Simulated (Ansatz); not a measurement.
**C₂H₂ (singlet): from Hartree-Fock to the top rungs, 6-31G***

Aim: climb from Hartree-Fock through coupled cluster and multireference methods for C₂H₂ (singlet) at one geometry and basis, and see what each rung misses.

The runs use Ansatz 0.2.0, Gaussian basis; 6-31G*, core rule «outside noble gas», up to 2 orbitals frozen.

To be run: UHF; CCSD(T) on RHF; BCCD(T) on RHF; CISD; CCSDT(Q) on RHF; CISDTQ; CCSDTQ on RHF; CASSCF and MRCISD+Q, 10 electrons in 10 orbitals; CASSCF and NEVPT2, 10 electrons in 10 orbitals.

11 further runs of the same task are left out: 1 that didn't finish, 10 set aside as unsound or not needed.

## 1. The geometry

The geometry is an MP2(full)/6-31G* stationary point (not a proven minimum).

4 atoms, charge 0, spin multiplicity 1.

Atoms are counted from 1 here; the program's logs count them from 0.

Bond lengths: C1–C2 1.216 Å, C1–H4 1.066 Å, C2–H3 1.066 Å. Angles: C2–C1–H4 180.0°, C1–C2–H3 180.0°.

## 2. UHF

File in.yaml:

```yaml
crystal:
  periodic: [false, false, false]
  atoms:
    - {symbol: C, position_ang: [0.000000, 0.000000, 0.608080]}
    - {symbol: C, position_ang: [0.000000, 0.000000, -0.608080]}
    - {symbol: H, position_ang: [0.000000, 0.000000, -1.673990]}
    - {symbol: H, position_ang: [0.000000, 0.000000, 1.673990]}
basis:
  gaussian: {orbitals: "6-31G*"}
magnetization: {spin_polarized: true, initial_magnetization: 0}
hamiltonian: {xc: hf}
output: {orbitals: {seedname: orbitals}}
```

The run is started by

```
> ansatz run in.yaml --threads 1 --pin off --events-out ev --progress --plain --max-ram 8192MiB --backend cpu
```

Further steps of the session: CCSD(T) on RHF; BCCD(T) on RHF; CISD; CCSDT(Q) on RHF; CISDTQ; CCSDTQ on RHF; CASSCF and MRCISD+Q, 10 electrons in 10 orbitals; CASSCF and NEVPT2, 10 electrons in 10 orbitals.

Q: Predict the results of all the runs planned. Wanted: RCCSDTQ below the RHF energy; RMP2 from RCCSDTQ; RCCSD from RCCSDTQ; RCCSD(T) from RCCSDTQ; RCCSDT(Q) from RCCSDTQ; NEVPT2 valence from RCCSDTQ; MRCISD+Q valence from RCCSDTQ; T1 diagnostic; effectively unpaired electrons.

As calculated:

| quantity | value |
| --- | --- |
| RCCSDTQ below the RHF energy | -7.5987 eV |
| RMP2 from RCCSDTQ | +73.7 kJ/mol |
| RCCSD from RCCSDTQ | +32.7 kJ/mol |
| RCCSD(T) from RCCSDTQ | +3.1 kJ/mol |
| RCCSDT(Q) from RCCSDTQ | -0.3 kJ/mol |
| NEVPT2 valence from RCCSDTQ | +64.4 kJ/mol |
| MRCISD+Q valence from RCCSDTQ | +1.6 kJ/mol |
| levels within 1 kcal/mol (43 meV) | RCCSD(T), BCCD(T), RCCSDT, RCCSDT(Q), MRCISD+Q valence |
| T1 diagnostic | 0.014 |
| effectively unpaired electrons | 0.08 |

What this shows: RCCSD(T) lands +3.1 kJ/mol from the yardstick (0.4 % of the correlation energy). One determinant dominates. Of the multireference levels listed MRCISD+Q valence comes nearest in total energy (+1.6 kJ/mol), which doesn't show that its space is the better one. These misses are within one basis, not against nature.
